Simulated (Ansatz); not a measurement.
Input for Ansatz (a program for electronic structure): R-wB97X-V/def2-TZVPPD on C2H9NO (a complex). Files ending in .json are basis or fitting sets from the Basis Set Exchange.

Ansatz 0.2 input:
```yaml
crystal:
  periodic: [false, false, false]
  atoms:
    - {symbol: N, position_ang: [-1.56906904, -0.40910669, -0.57399458]}
    - {symbol: H, position_ang: [-0.57867004, -0.62132169, -0.60206758]}
    - {symbol: H, position_ang: [-2.04405704, -1.29865369, -0.49715958]}
    - {symbol: C, position_ang: [-1.85140004, 0.39264531, 0.61423942]}
    - {symbol: H, position_ang: [-2.91724504, 0.60695331, 0.66402742]}
    - {symbol: H, position_ang: [-1.55640804, -0.06101569, 1.56621142]}
    - {symbol: H, position_ang: [-1.33862404, 1.34906631, 0.52981142]}
    - {symbol: O, position_ang: [1.44650296, -0.42821869, -0.51051158]}
    - {symbol: H, position_ang: [1.72852896, -0.05826969, -1.35037558]}
    - {symbol: C, position_ang: [1.83241696, 0.48336531, 0.50892442]}
    - {symbol: H, position_ang: [1.50923296, 0.05373331, 1.45199142]}
    - {symbol: H, position_ang: [2.91347196, 0.62244931, 0.54796442]}
    - {symbol: H, position_ang: [1.35394196, 1.45696331, 0.39374842]}
basis:
  gaussian:
    orbitals: def2-TZVPPD.json
hamiltonian:
  xc: {name: wB97X-V}
scf: {lower_state_search: off}
```

Output:

```
WARN ansatz: RAYON_NUM_THREADS=1 ignored (pool sized by the plan → 1); use --threads N
Functional definition: wB97X-V
these checks for a lower state are left out or cut short: stability, starts, cluster_reference, orbital_swaps, neighbouring_geometries, increment
integrals: 0.28 GiB planned
1242 factors; their error is unknown
integrals: 0.31 GiB planned
419 factors; integrals over basis functions are off by at most 1.9e-5 eV
mean field: 1.81 GiB planned
mean field evaluation 1: about -5752.1618 eV, gradient 5.6e1 eV
mean field evaluation 2: about -5753.5729 eV, gradient 5.1e1 eV
mean field evaluation 4: about -5758.0659 eV, gradient 2.0e0 eV
mean field evaluation 8: about -5758.0835 eV, gradient 3.9e-2 eV
mean field evaluation 16: about -5758.0580 eV, gradient 7.9e-5 eV
mean field -5758.05802424 eV, -211.6047294389 hartree, gradient 2.2e-6 eV, S^2 0.000000; 0 other end points of the search recorded, 0 dependent functions left out
reference -5758.05802181 eV, -211.6047293496 hartree; 18, 18 occupied and 286, 286 virtual orbitals, 1242 factors
Total energy: -5758.05802181 eV, -211.6047293496 hartree
Checks for a lower state left out: stability, starts, cluster_reference, orbital_swaps, neighbouring_geometries, increment
```

Self-consistency was reached.

Cost: roughly 19 core-seconds.
